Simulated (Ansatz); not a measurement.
Ideal-gas functions of `OC(O)=CCl` at 298.15 K and 1 bar, from an Ansatz frequency run at PBE0-D4/def2-TZVP.

Molar mass 94.5 g/mol, point group Cs (symmetry number 1), electronic degeneracy 1, moments of inertia 46.032, 212.278, 258.31 u Å². Harmonic wavenumbers (cm⁻¹, unscaled): 152, 220, 266, 439, 465, 575, 654, 693, 854, 992, 1182, 1230, 1298, 1448, 1787, 3287, 3756, 3847.

Use S(trans) = R[1.5 ln M + 2.5 ln T − 1.1517]; rotational temperatures θ = 24.2544 K / I; S(rot) = R[ln(√π/σ · √(T³/θAθBθC)) + 1.5]; for each mode x = 1.438777 ν̃/T, S = R[x/(eˣ − 1) − ln(1 − e⁻ˣ)] and H = RT x/(eˣ − 1); 1 cm⁻¹ = 0.0119627 kJ/mol; R = 8.31446 J/(mol·K).

**Question.** By hand: the entropy, in J/(mol·K).

**Answer.** Translation 165.6. Rotation: θ = 0.5269, 0.1143, 0.0939 K, giving 109.8. Vibration, mode by mode: 11.08, 8.20, 6.79, 3.47, 3.15, 2.07, 1.53, 1.32, 0.70, 0.40, 0.19, 0.15, 0.12, 0.06, 0.01, 0.00, 0.00, 0.00, in all 39.2. Electronic 0.0. Sum 314.6 J/(mol·K).

**Question.** By hand: H − E and G − E in kJ/mol, counted from the electronic energy.

**Answer.** Zero-point energy ½ × 23145 × 0.0119627 = 138.4; thermal vibration 7.2; translation, rotation and pV give 4 RT = 9.9. H − E = 155.5 kJ/mol, and G − E = 155.5 − 298.15 × 314.6/1000 = 61.7 kJ/mol.

Vibration gives 12 % of the entropy. The sum counts one conformer and one mirror image; others add a mixing term.
